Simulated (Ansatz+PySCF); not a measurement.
## doublet HClO(+): levels of theory in one basis

```xyz
3

O     0.0021   -0.4492    0.2751
H    -0.0079    0.3074    0.9246
Cl    0.0019    0.1265   -1.1991
```

Basis set: cc-pVTZ on H, O; cc-pV(T+d)Z on Cl (spherical functions). Left uncorrelated: 6 orbitals. Correlation on ROHF uses semicanonical orbitals with singles. Charge 1, multiplicity 2.

Computed with Ansatz (development build ahead of 0.2.0) and PySCF 2.14.0; each method stands on the lowest determinant of its kind that the runs found.

| method | E − E(ROHF) (eV) | <S²> of the determinant |
| --- | --- | --- |
| ROHF | 0.00 | 0.75 |
| UHF | -0.26 | 0.78 |
| ROHF-MP2 | -11.66 | – |
| UHF-MP2 | -11.62 | 0.78 |
| ROHF-CCSD(T) | -12.66 | – |
| UHF-CCSD(T) | -12.65 | 0.78 |

What does UHF-CCSD give on the same scale?

-12.13 eV.

Caution for ROHF-MP2, UHF-MP2: forces differ strongly between restricted and unrestricted references; MP2 on this radical cation hangs on the determinant chosen.
